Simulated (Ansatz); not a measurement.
**CH4BCl: a ladder of functionals and wavefunction methods**

The task here is to estimate one member of a computed series from the others.

Computed with Ansatz 0.2.0, Gaussian basis. Level: functionals in def2-TZVPP, the program's frozen cores in correlated methods.

Levels to be run: LDA (SPW92), PBE-D4, revPBE-D4, BLYP-D4, r2SCAN-D4, B97M-V, PBE0-D4, B3LYP-D4, r2SCANh-D4, r2SCAN0-D4, HSE06-D4, BHLYP-D4, CAM-B3LYP-D4, LC-ωPBE, ωB97X-V, ωB97M-V, B2PLYP, PBE-QIDH; CCSD(T)/def2-SVP; CCSD(T)/def2-TZVPP; MP2/def2-QZVPP; extrapolation to the limit; RPA on PBE.

### Structure used throughout

The geometry comes from an earlier relaxation with PBE0-D4 in a triple-zeta def2 set; it is a stationary point, not always the lowest conformer.

SMILES `BCCl`, 7 atoms, charge 0, spin multiplicity 1.

Atoms are counted from 1 here; the program's logs count them from 0.

Bond lengths: B1–C2 1.549 Å, B1–H4 1.198 Å, B1–H5 1.192 Å, C2–Cl3 1.783 Å, C2–H6 1.096 Å, C2–H7 1.096 Å. Angles: C2–B1–H4 116.7°, C2–B1–H5 122.9°, H4–B1–H5 120.3°, B1–C2–Cl3 116.9°, B1–C2–H6 109.5°, B1–C2–H7 109.5°, Cl3–C2–H6 107.6°, Cl3–C2–H7 107.6°, H6–C2–H7 105.0°.

The first run:

in.yaml

```yaml
crystal:
  periodic: [false, false, false]
  atoms:
    - {symbol: B, position_ang: [-0.685949, -0.012792, -0.635467]}
    - {symbol: C, position_ang: [0.443202, -0.099922, 0.421345]}
    - {symbol: Cl, position_ang: [1.383585, 1.385149, 0.720886]}
    - {symbol: H, position_ang: [-1.316351, -1.011467, -0.834061]}
    - {symbol: H, position_ang: [-0.935920, 0.986304, -1.236014]}
    - {symbol: H, position_ang: [1.149417, -0.888840, 0.137698]}
    - {symbol: H, position_ang: [0.023315, -0.426333, 1.379812]}
basis:
  gaussian: {orbitals: def2-TZVPP}
hamiltonian: {xc: lda}
output: {orbitals: {seedname: orbitals}}
```

Launch:

```bash
$ ansatz run in.yaml --threads 2 --pin off --events-out ev --progress --plain --max-ram 4352MiB
```

Among the steps run: LDA; PBE-D4 (GGA); revPBE-D4 (GGA); BLYP-D4 (GGA); r2SCAN-D4 (meta-GGA); B97M-V (meta-GGA); B3LYP-D4 (hybrid); r2SCANh-D4 (hybrid); r2SCAN0-D4 (hybrid); HSE06-D4 (hybrid); BHLYP-D4 (hybrid); CAM-B3LYP-D4 (range-separated); LC-ωPBE (range-separated); ωB97X-V (range-separated); ωB97M-V (range-separated); B2PLYP (double hybrid); PBE-QIDH (double hybrid).

One table of the session follows, with a row left open; its other results are not shown here.

It belongs to the step «Orbital energies across the functionals». 

```
  functional  HOMO (eV)  LUMO (eV)  gap (eV)
 LDA (SPW92)      -6.91      -3.12      3.80
      PBE-D4      -6.80      -2.83      3.97
   revPBE-D4          ?          ?         ?
     BLYP-D4      -6.66      -2.69      3.96
   r2SCAN-D4      -7.10      -2.41      4.69
      B97M-V      -7.24      -2.53      4.71
     PBE0-D4      -8.20      -1.79      6.41
    B3LYP-D4      -7.94      -2.03      5.91
  r2SCANh-D4      -7.62      -2.06      5.56
  r2SCAN0-D4      -8.40      -1.54      6.86
    HSE06-D4      -7.79      -2.17      5.62
    BHLYP-D4      -9.48      -0.74      8.74
CAM-B3LYP-D4      -9.61      -0.69      8.92
     LC-ωPBE     -11.04       0.57     11.61
     ωB97X-V     -10.66       0.45     11.11
     ωB97M-V     -10.51       0.17     10.67
```

Estimate the missing values for revPBE-D4.

**Answer.** HOMO (eV): -6.75; LUMO (eV): -2.71; gap (eV): 4.04. In the column «HOMO (eV)» it lies between PBE-D4 (-6.80) and BLYP-D4 (-6.66).
